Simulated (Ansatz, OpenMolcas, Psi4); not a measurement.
**Errors in the atomisation enthalpy at 298 K**

7 molecules; the atomisation enthalpy at 298 K in kJ/mol, computed less measured. Shapes, held fixed at every level: PBE0-D4/def2-TZVP. Thermal terms are harmonic and unscaled (PBE0-D4/def2-TZVP); the spin-orbit lowering of the free atoms is taken from their spectra. Programs: Ansatz 0.2.0, OpenMolcas 26.06, Psi4 1.11. Measured values: Active Thermochemical Tables, NIST-JANAF tables.

Levels: A = M06-L/cc-pVTZ; B = BCCD(T)/cc-pVTZ; C = CCSD/cc-pVTZ.

```
                   molecule  from tabulated heats    A     B     C
     HBr (hydrogen bromide)                   366  -16    -6   -11
ClF (chlorine monofluoride)                   256  -14   -33   -52
       CO2 (carbon dioxide)                  1609  +35   -60  -115
     CS2 (carbon disulfide)                  1154  +51   -66  -128
   NClO (nitrosyl chloride)                   790  +28   -62  -127
     SiO2 (SMILES O=[Si]=O)                  1254  -51  -105  -160
         HOCN (cyanic acid)                  1671   +1   -74  -126
```

**Question.** Sum up the errors.

**Answer.** 
```csv
level,kind,mean error,mean absolute error,worst case
M06-L/cc-pVTZ,meta-GGA,+4.9,28.0,CS2
BCCD(T)/cc-pVTZ,coupled cluster or CI,-58.0,58.0,SiO2
CCSD/cc-pVTZ,coupled cluster or CI,-102.7,102.7,SiO2
```

On this set M06-L/cc-pVTZ has the smallest mean absolute error and CCSD/cc-pVTZ the largest. BCCD(T)/cc-pVTZ is too low in 7 of 7; CCSD/cc-pVTZ is too low in 7 of 7. The tabulated value of SiO2 is in doubt (older tables, estimates, or at odds with other calculations) and kept here. Over the 6 molecules whose values aren't doubted the mean absolute errors are A 24.2; B 50.2; C 93.2. Correlated wave functions converge slowly with the basis. CCSD also lacks the triples, which bind further. T1 is large for SiO2 (0.024), so single-reference values are less sure there. Relativity is left out for Br. Outer-core shells of Br are correlated in most correlated rows, in sets that cover them unevenly. The set is small.
